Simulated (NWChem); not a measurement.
Correlation energy of HO

```xyz
2

O      0.0000     0.0000     0.1085
H      0.0000     0.0000    -0.8679
```
Charge 0, spin multiplicity 2.

Program: NWChem. All single points use one geometry, from UPBE0/def2-SVP, a minimum by its harmonic frequencies.

Basis set: cc-pVQZ. Each correlation energy counts from its own Hartree-Fock reference.

The correlated methods keep 1 core orbital frozen. The structure started from a generated list of species. The unpaired electrons of the parent sit in orbitals of symmetry b2 (C2v labels of the run); other states weren't searched. No SCF solution was tested for a lower state. Open-shell Hartree-Fock references start from PBE0 orbitals. Coupled-cluster values serve here as a point of comparison, not as the truth.

```
method           correlation energy (mHa)
---------------  ------------------------
UMP2                               -217.9
CCSD[T] on ROHF                    -241.3
URI-MP2                            -217.9
CCSD(T) on ROHF                    -241.1
SCS-UMP2                                …
CCSD on ROHF                            …
```

Q: What belongs in the gaps?

A: 
- SCS-UMP2, correlation energy (mHa): -218.6
- CCSD on ROHF, correlation energy (mHa): -234.7
